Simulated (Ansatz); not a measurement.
The input, for Ansatz 0.2.0:

```yaml
crystal:
  periodic: [false, false, false]
  atoms:
    - {symbol: H, position_ang: [0.000000, 0.000000, -1.157000]}
    - {symbol: H, position_ang: [0.000000, 0.000000, -0.277000]}
    - {symbol: Br, position_ang: [0.000000, 0.000000, 1.434000]}
basis:
  gaussian: {orbitals: 6-31G}
magnetization: {spin_polarized: false, initial_magnetization: 1}
correlation: {method: ccsd_t, electrons: outside_noble_gas}
output: {forces: true}
```

```sh
$ ansatz run in.yaml --threads 1 --pin off --events-out ev --progress --plain --max-ram 2393MiB
```

Log:

```
323 factors; integrals over basis functions are off by at most 7.7e-4 eV
mean field evaluation 1: about -70017.6489 eV, gradient 8.2e0 eV
mean field evaluation 2: about -70017.6657 eV, gradient 8.3e0 eV
mean field evaluation 4: about -70018.1845 eV, gradient 1.3e0 eV
mean field evaluation 8: about -70018.2217 eV, gradient 3.8e-1 eV
mean field evaluation 16: about -70017.6489 eV, gradient 8.2e0 eV
mean field evaluation 32: about -70017.3082 eV, gradient 5.7e-6 eV
mean field evaluation 64: about -70017.3082 eV, gradient 1.9e-3 eV
mean field evaluation 96: about -70017.3082 eV, gradient 2.3e-5 eV
mean field evaluation 128: about -70017.3082 eV, gradient 6.8e-2 eV
mean field -70018.22656735 eV, -2573.1223662915 hartree, gradient 1.1e-6 eV, S^2 0.750000; 7 other end points of the search recorded, 0 dependent functions left out
mean field evaluation 160: about -70017.3193 eV, gradient 6.2e-1 eV
determinant -70018.22656735 eV, -2573.1223662915 hartree, with singles and doubles -70020.06739421 eV, -2573.1900154308 hartree
determinant -70017.30823355 eV, -2573.0886181469 hartree, with singles and doubles -70018.87379558 eV, -2573.1461514904 hartree
14 core orbitals not correlated: weight in the atoms' cores, before any rotation towards them, 1.000 or more for the frozen orbitals, at most 0.000 for the correlated occupied ones
reference -70018.22656735 eV, -2573.1223662915 hartree; 5, 4 occupied and 14, 15 virtual orbitals, 323 factors
second order -1.36275550 eV of doubles, -0.08278443 eV of singles
cycle   1  -1.85268594 eV  change   -1.9e-1 eV  update   9.8e-3
cycle   2  -1.85815802 eV  change   -5.5e-3 eV  update   2.7e-3
cycle   3  -1.85952228 eV  change   -1.4e-3 eV  update   9.1e-4
cycle   4  -1.85994465 eV  change   -4.2e-4 eV  update   3.6e-4
cycle   5  -1.86016044 eV  change   -2.2e-4 eV  update   1.5e-4
cycle   6  -1.86020119 eV  change   -4.1e-5 eV  update   3.8e-5
cycle   7  -1.86020219 eV  change   -1.0e-6 eV  update   9.2e-6
cycle   8  -1.86020163 eV  change    5.6e-7 eV  update   1.7e-6
cycle   9  -1.86020167 eV  change   -4.0e-8 eV  update   4.3e-7
perturbative correction -0.01732766 eV, -0.0006367799 hartree
the calculation of the forces begins
Total energy: -70020.10409668 eV, -2573.1913642219 hartree
Atom 0 at     0.000000     0.000000    -1.157000 Å, force     0.000000    -0.000000     1.225430 eV/Å
Atom 1 at     0.000000     0.000000    -0.277000 Å, force    -0.000000     0.000000    -2.773760 eV/Å
Atom 2 at     0.000000     0.000000     1.434000 Å, force     0.000000    -0.000000     1.548331 eV/Å
Dipole moment:    -0.000000     0.000000    -0.224454 e Å
```

Forces (eV/Å):
```
H    0.000  0.000  1.225
H    0.000  0.000 -2.774
Br   0.000  0.000  1.548
```

For the same geometry and basis full CI lies 3.8 meV lower.

Ran on 1 thread of Arm Neoverse V1, shared host: 1.7 s wall, 0.08 GiB peak host memory.
